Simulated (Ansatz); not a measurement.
# the pair HS2···H: levels of theory compared

Aim: a comparison of 6 runs (UHF/STO-3G, B3LYP/STO-3G, HSE06/STO-3G, UPBE0/STO-3G, CCSD(T)/STO-3G, UCCSD(T)/STO-3G) of the pair HS2···H. 

The results are computed with Ansatz 0.2.0.

29 further runs of the same task are left out: 29 set aside as unsound or not needed.

**1. The molecule**

The species is H2S2 (4 atoms), meant as a singlet with charge 0. The H4–S2 distance was set to 3.350 Å, away from the relaxed value.

Bond lengths: S1–S2 2.045 Å, S1–H3 1.340 Å. Angles: S2–S1–H3 98.1°.

**2. The energy at UHF/STO-3G (run 1)**

The input, job.yaml:

```yaml
crystal:
  periodic: [false, false, false]
  atoms:
    - {symbol: S, position_ang: [-1.275679, 0.756218, -2.202434]}
    - {symbol: S, position_ang: [-1.270809, 1.985548, -0.567814]}
    - {symbol: H, position_ang: [-0.141419, 1.190188, -2.768224]}
    - {symbol: H, position_ang: [0.143010, -0.127830, 1.612990]}
basis:
  gaussian: {orbitals: STO-3G}
magnetization: {spin_polarized: true}
hamiltonian: {xc: hf}
accuracy: high
```

Started as:

```
$ ansatz run job.yaml --threads 1 --pin off --max-ram 2610MiB --events-out events.jsonl --progress --plain --runs-dir runs
```

Output:

```text
Warning: RAYON_NUM_THREADS=1 ignored (pool sized by the plan → 1); use --threads N
Functional definition: HF
  name "HF"
  exchange = exact_x
  correlation = 0
338 factors; integrals over basis functions are off by at most 1.6e-8 eV
mean field evaluation 1: about -21413.2346 eV, gradient 1.4e1 eV
mean field evaluation 2: about -21413.2577 eV, gradient 1.4e1 eV
mean field evaluation 4: about -21415.5275 eV, gradient 1.1e1 eV
mean field evaluation 8: about -21419.5418 eV, gradient 6.4e-1 eV
mean field evaluation 16: about -21419.5462 eV, gradient 2.4e-2 eV
mean field evaluation 32: about -21419.5782 eV, gradient 7.1e-1 eV
mean field evaluation 64: about -21425.2546 eV, gradient 4.5e-1 eV
mean field evaluation 96: about -21425.0179 eV, gradient 2.3e-1 eV
mean field evaluation 128: about -21416.2088 eV, gradient 2.2e0 eV
mean field evaluation 160: about -21419.5046 eV, gradient 3.1e-2 eV
mean field -21425.46008911 eV, -787.3711355765 hartree, gradient 2.6e-8 eV, S^2 1.003264; 8 other end points of the search recorded, 0 dependent functions left out
reference -21425.46008911 eV, -787.3711355765 hartree; 17, 17 occupied and 3, 3 virtual orbitals, 338 factors
Total energy: -21425.46008911 eV, -787.3711355765 hartree
```

Wall time 0.43 s (1 thread of Arm Neoverse V1, shared host).

**3. A single-point energy at B3LYP/STO-3G (run 2)**

The input, input.yaml:

```yaml
crystal:
  periodic: [false, false, false]
  atoms:
    - {symbol: S, position_ang: [-1.275679, 0.756218, -2.202434]}
    - {symbol: S, position_ang: [-1.270809, 1.985548, -0.567814]}
    - {symbol: H, position_ang: [-0.141419, 1.190188, -2.768224]}
    - {symbol: H, position_ang: [0.143010, -0.127830, 1.612990]}
basis:
  gaussian:
    orbitals: STO-3G
hamiltonian:
  xc: {name: B3LYP}
total_charge: 0
accuracy: high
```

Started as:

```
$ ansatz run input.yaml --threads 1 --pin off --max-ram 2610MiB --events-out events.jsonl --progress --plain --runs-dir runs
```

Output:

```text
Warning: RAYON_NUM_THREADS=1 ignored (pool sized by the plan → 1); use --threads N
Functional definition: B3LYP
  name "B3LYP"
  parameter a0 = 0.2
  parameter ax = 0.72
  parameter ac = 0.81
  exchange = (1 - a0 - ax)*slater_x + ax*b88_x + a0*exact_x
  correlation = (1 - ac)*vwn_rpa_c + ac*lyp_c
338 factors; integrals over basis functions are off by at most 1.6e-8 eV
mean field evaluation 1: about -21447.1259 eV, gradient 2.1e1 eV
mean field evaluation 2: about -21443.4078 eV, gradient 2.2e1 eV
mean field evaluation 4: about -21450.3639 eV, gradient 2.4e1 eV
mean field evaluation 8: about -21452.9762 eV, gradient 1.9e1 eV
mean field evaluation 16: about -21456.4312 eV, gradient 1.2e-4 eV
mean field -21456.43118886 eV, -788.5093024993 hartree, gradient 2.5e-8 eV, S^2 0.000000; 0 other end points of the search recorded, 0 dependent functions left out
reference -21456.43121718 eV, -788.5093035400 hartree; 17, 17 occupied and 3, 3 virtual orbitals, 338 factors
Total energy: -21456.43121718 eV, -788.5093035400 hartree
```

Wall time 1.2 s (1 thread of Arm Neoverse V1, shared host).

Runs 3 to 4 aren't shown in full; the table further down has their settings and results.

**4. A single-point energy at CCSD(T)/STO-3G (run 5)**

The input, in.yaml:

```yaml
crystal:
  periodic: [false, false, false]
  atoms:
    - symbol: S
      position_ang: [-1.275679, 0.756218, -2.202434]
    - symbol: S
      position_ang: [-1.270809, 1.985548, -0.567814]
    - symbol: H
      position_ang: [-0.141419, 1.190188, -2.768224]
    - symbol: H
      position_ang: [0.143010, -0.127830, 1.612990]
basis:
  gaussian:
    orbitals: STO-3G
correlation:
  method: ccsd_t
  frozen_orbitals: {H: 0, S: 5}
accuracy: high
scf:
  omitted_lower_state_checks: [cluster_reference, increment]
```

Started as:

```
$ ansatz run in.yaml --threads 1 --pin off --max-ram 2610MiB --events-out events.jsonl --progress --plain --runs-dir runs
```

Output:

```text
Warning: RAYON_NUM_THREADS=1 ignored (pool sized by the plan → 1); use --threads N
[... 12 lines left out ...]
10 core orbitals not correlated: weight in the atoms' cores, before any rotation towards them, 1.000 or more for the frozen orbitals, at most 0.000 for the correlated occupied ones
[... 44 lines left out ...]
WARN: these amplitudes may be one of several solutions (largest doubles amplitude 0.88, level shift 13.67 eV)
Total energy: -21427.02877121 eV, -787.4287835804 hartree
Checks for a lower state left out: cluster_reference, increment
```

Run time: 0.24 s. Hardware: 1 thread of Arm Neoverse V1, shared host.

**5. A single-point energy at UCCSD(T)/STO-3G (run 6)**

input.yaml, as its differences from that of step 3:

```diff
@@ -8,7 +8,6 @@
 basis:
-  gaussian:
-    orbitals: STO-3G
-hamiltonian:
-  xc: {name: B3LYP}
-total_charge: 0
+  gaussian: {orbitals: STO-3G}
+magnetization: {spin_polarized: true}
+correlation: {method: ccsd_t, frozen_orbitals: {H: 0, S: 5}}
 accuracy: high
+scf: {omitted_lower_state_checks: [cluster_reference, increment]}
```

Started as:

```
$ ansatz run input.yaml --threads 1 --pin off --max-ram 2610MiB --events-out events.jsonl --progress --plain --runs-dir runs
```

Output:

```text
Warning: RAYON_NUM_THREADS=1 ignored (pool sized by the plan → 1); use --threads N
[... 16 lines left out ...]
10 core orbitals not correlated: weight in the atoms' cores, before any rotation towards them, 1.000 or more for the frozen orbitals, at most 0.000 for the correlated occupied ones
[... 71 lines left out ...]
Total energy: -21426.94370792 eV, -787.4256575619 hartree
Checks for a lower state left out: cluster_reference, increment
```

It took 0.71 s on 1 thread of Arm Neoverse V1, shared host.

**6. Overview of the runs**

```csv
run,level,frozen core orbitals,energy (Eh),wall time
1,UHF/STO-3G,–,-787.371136,0.43 s
2,B3LYP/STO-3G,–,-788.509304,1.2 s
3,HSE06/STO-3G,–,-788.223749,1.4 s
4,UPBE0/STO-3G,–,-788.322744,3.6 s
5,CCSD(T)/STO-3G,10,-787.428784,0.24 s
6,UCCSD(T)/STO-3G,10,-787.425658,0.71 s
```

**7. Results**

| quantity | value |
| --- | --- |
| run 6: total energy | -787.42566 Eh |
| run 6: correlation energy (10 core orbitals frozen) | -54.5 mEh |
| run 6: (T) correction | -0.65 mEh |
| run 6: ⟨S²⟩ of the reference determinant | 1.003 |
| run 6: T1 diagnostic | 0.023 |

What this shows: Below the UHF energy at the same shape and in the same basis (STO-3G): CCSD(T) -57.6 mEh; UCCSD(T) -54.5 mEh. Some of these start from another determinant than that one, so these aren't their correlation energies. Totals of different functionals can't be ranked against each other. In run 5 the log says that unrestricted orbitals would lower the reference, so the values rest on an unstable closed-shell determinant (other closed-shell runs at this shape may share the fault). In runs 1, 2, 3, 4, 5, 6 the basis is minimal, so the values are rough. In runs 2, 3, 5 a closed-shell determinant meets a far-stretched bond, which it describes badly. Spin contamination of the reference: run 1 ⟨S²⟩ = 1.00, run 6 ⟨S²⟩ = 1.00, run 4 ⟨S²⟩ = 1.00. Where it is this large, the reference is a mixture of spin states, and values that rest on it are in doubt. All runs together took 7.6 s, the longest 3.6 s.
